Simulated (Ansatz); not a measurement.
# CH3BF+ (SMILES B[CH+]F): functionals against CCSD(T) at one geometry

How do the functionals fare away from a minimum? The structure is a structure displaced at random from a GFN2-xTB minimum.

Method: single points in def2-TZVPP; program: Ansatz 0.2.0, Gaussian basis.

Correlated methods freeze the cores.

## Step 1: Where the work starts

SMILES `B[CH+]F`, 6 atoms, charge 1, spin multiplicity 1.

Atoms are counted from 1 here; the program's logs count them from 0.

Bond lengths: B1–C2 1.342 Å, B1–H4 1.305 Å, B1–H5 1.221 Å, C2–F3 1.454 Å, C2–H6 0.862 Å. Angles: C2–B1–H4 126.0°, C2–B1–H5 129.2°, H4–B1–H5 103.5°, B1–C2–F3 121.5°, B1–C2–H6 131.8°, F3–C2–H6 106.3°.

Coordinates:

```
atom    x (Å)    y (Å)    z (Å)
  B1  -0.4904   0.0599  -0.4317
  C2   0.4955   0.0006   0.4766
  F3   1.6553  -0.8553   0.2849
  H4  -1.6107  -0.6087  -0.3917
  H5  -0.6868   0.8920  -1.3040
  H6   0.5665   0.3294   1.2700
```

## Step 2: CCSD(T)/def2-TZVPP

run/in.yaml

```yaml
crystal:
  periodic: [false, false, false]
  atoms:
    - {symbol: B, position_ang: [-0.490400, 0.059900, -0.431700]}
    - {symbol: C, position_ang: [0.495500, 0.000600, 0.476600]}
    - {symbol: F, position_ang: [1.655300, -0.855300, 0.284900]}
    - {symbol: H, position_ang: [-1.610700, -0.608700, -0.391700]}
    - {symbol: H, position_ang: [-0.686800, 0.892000, -1.304000]}
    - {symbol: H, position_ang: [0.566500, 0.329400, 1.270000]}
basis:
  gaussian: {orbitals: def2-TZVPP}
total_charge: 1
correlation: {method: ccsd_t}
output: {forces: true}
```

The command line of these runs was not kept.

## Step 3: PBE0-D4/def2-TZVPP

run/in.yaml, as its differences from that of step 2:

```diff
@@ -12,3 +12,3 @@
 total_charge: 1
-correlation: {method: ccsd_t}
-output: {forces: true}
+hamiltonian: {xc: pbe0, dispersion: d4}
+output: {forces: true, orbitals: {seedname: orbitals}}
```

## Step 4: wB97M-V/def2-TZVPP

run/in.yaml, as its differences from that of step 3:

```diff
@@ -12,3 +12,3 @@
 total_charge: 1
-hamiltonian: {xc: pbe0, dispersion: d4}
-output: {forces: true, orbitals: {seedname: orbitals}}
+hamiltonian: {xc: {name: wB97M-V}}
+output: {forces: true}
```

## Step 5: r2SCAN-D4/def2-TZVPP

run/in.yaml, as its differences from that of step 4:

```diff
@@ -12,3 +12,3 @@
 total_charge: 1
-hamiltonian: {xc: {name: wB97M-V}}
+hamiltonian: {xc: r2scan, dispersion: d4}
 output: {forces: true}
```

## Step 6: PBE-D4/def2-TZVPP

run/in.yaml, as its differences from that of step 5:

```diff
@@ -12,3 +12,3 @@
 total_charge: 1
-hamiltonian: {xc: r2scan, dispersion: d4}
+hamiltonian: {xc: pbe, dispersion: d4}
 output: {forces: true}
```

## Step 7: B97M-V/def2-TZVPP

run/in.yaml, as its differences from that of step 6:

```diff
@@ -12,3 +12,3 @@
 total_charge: 1
-hamiltonian: {xc: pbe, dispersion: d4}
+hamiltonian: {xc: {name: B97M-V}}
 output: {forces: true}
```

## Step 8: r2SCANh-D4/def2-TZVPP

run/in.yaml, as its differences from that of step 7:

```diff
@@ -12,3 +12,3 @@
 total_charge: 1
-hamiltonian: {xc: {name: B97M-V}}
+hamiltonian: {xc: {name: r2SCANh}, dispersion: d4}
 output: {forces: true}
```

(Steps that only read results are left out.)

Q: Predict the outcome of this session. Wanted: energy less free atoms, CCSD(T)/def2-TZVPP; RMS force component; RMS force error; HOMO and LUMO, PBE0-D4; T1 diagnostic.

As calculated:

```
                                  quantity                                                                                             value
energy less free atoms, CCSD(T)/def2-TZVPP                                                                                     -874.4 kJ/mol
                       RMS force component                                                              5.726 to 5.917 eV/Å over the methods
                           RMS force error  PBE0-D4 0.255, wB97M-V 0.164, r2SCAN-D4 0.323, PBE-D4 0.469, B97M-V 0.329, r2SCANh-D4 0.259 eV/Å
                    HOMO and LUMO, PBE0-D4                                                                              -17.43 and -11.15 eV
                             T1 diagnostic                                                                                             0.026
```

In words: Against CCSD(T) the functionals' energies less atoms differ by -163.0 to -81.7 kJ/mol, PBE-D4 by -163.0 kJ/mol. The reference is not at the basis limit: in triple zeta CCSD(T) underbinds, which counts against methods that bind more; the gaps are no ranking. On forces the order runs from wB97M-V to PBE-D4. Frozen-core CCSD(T) forces in triple zeta carry basis errors of their own, and this is one geometry, so small gaps rank nothing. The T1 diagnostic is large here, over the usual mark for main-group molecules (transition-metal compounds often pass it harmlessly), so CCSD(T) itself may be off.
